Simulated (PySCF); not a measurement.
**Isomerisation enthalpies of C4H10**

**Measured values to compare with.**

From CRC Handbook of Chemistry and Physics, for the gas at 298.15 K: enthalpy of formation of `CC(C)C` -134.2 kJ/mol; enthalpy of formation of `CCCC` (butane) -125.7 kJ/mol.

The results are set against them at the end.

Differences of these values give the isomerisation enthalpies. Geometries: PBE0-D3(BJ)/def2-TZVP; runs in PySCF, gas phase, with a dispersion term only where the level names one. Total electronic energies (Eh):

```
SMILES  PBE0-D3(BJ)/def2-TZVP  PBE0/pcSseg-2  CAM-B3LYP/aug-cc-pVTZ  PBE0/aug-cc-pVTZ
CC(C)C             -158.31600     -158.31114             -158.41285        -158.30788
  CCCC             -158.31432     -158.30991             -158.41152        -158.30664
```

Geometry of `CC(C)C` (Å):
```
atom  x, y, z in Å
C1    -0.0901    1.3998   -0.5022
C2     0.0804    0.0849    0.2444
C3     1.2516   -0.7097   -0.3146
C4    -1.2011   -0.7341    0.2033
H5     0.8130    2.0126   -0.4425
H6    -0.2978    1.2163   -1.5614
H7    -0.9207    1.9837   -0.0974
H8     0.3004    0.3178    1.2941
H9     2.1797   -0.1336   -0.2756
H10    1.0700   -0.9771   -1.3606
H11    1.4070   -1.6371    0.2427
H12   -1.0964   -1.6680    0.7612
H13   -2.0424   -0.1804    0.6278
H14   -1.4597   -0.9913   -0.8292
```

Geometry of `CCCC` (Å):
```
atom  x, y, z in Å
C1     1.7926   -0.6756    0.5406
C2     0.3656   -0.1720    0.6648
C3    -0.3634   -0.1085   -0.6678
C4    -1.7947    0.3815   -0.5407
H5     2.3829   -0.0289   -0.1147
H6     2.2937   -0.7116    1.5106
H7     1.8182   -1.6833    0.1161
H8     0.3634    0.8240    1.1231
H9    -0.1960   -0.8187    1.3492
H10   -0.3529   -1.1030   -1.1292
H11    0.1924    0.5452   -1.3502
H12   -1.8300    1.3882   -0.1146
H13   -2.2983    0.4131   -1.5094
H14   -2.3770   -0.2720    0.1153
```

Zero-point and thermal terms are left out, so the computed numbers are electronic energies.

## Comparison

Relative to `CC(C)C`, the lowest by measurement, in kJ/mol (measured: enthalpies at 298.15 K; computed: electronic energies):

```json
{"SMILES": "CC(C)C", "measured": "0.0", "PBE0-D3(BJ)/def2-TZVP": "0.0", "PBE0/pcSseg-2": "0.0", "CAM-B3LYP/aug-cc-pVTZ": "0.0", "PBE0/aug-cc-pVTZ": "0.0"}
{"SMILES": "CCCC", "measured": "8.5", "PBE0-D3(BJ)/def2-TZVP": "4.4", "PBE0/pcSseg-2": "3.2", "CAM-B3LYP/aug-cc-pVTZ": "3.5", "PBE0/aug-cc-pVTZ": "3.2"}
```

Measured values: -134.2 kJ/mol (298.15 K; CRC Handbook of Chemistry and Physics) for the first row; the others come from the same table. Unsigned miss: PBE0-D3(BJ)/def2-TZVP 4.1, CAM-B3LYP/aug-cc-pVTZ 5.0, PBE0/aug-cc-pVTZ 5.3, PBE0/pcSseg-2 5.3 kJ/mol. One conformer stands for `CCCC`, not necessarily the lowest, while the measurement averages over conformers. Where a level misses, the cause wasn't examined.
